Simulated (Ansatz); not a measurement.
# Cu2ZnSnS4 (I-4, No. 82)

Calculation: PBE (plane waves, PAW; Ansatz, an electronic-structure program).

Settings: plane-wave cutoff 520 eV, 10×10×10 k mesh, Fermi–Dirac smearing 0.01 eV, no spin polarisation, scalar-relativistic PAW data made under PBE.

Cell: relaxed at this level.

- lattice parameter a = 5.468 Å
- c axis length = 10.936 Å
- bulk modulus = 68.2 GPa

Note: the bulk modulus is −V dP/dV from two relaxed cells at ±2 % in volume.

Spin–orbit coupling is not included.

The computed numbers hold no vibrational or temperature effects.
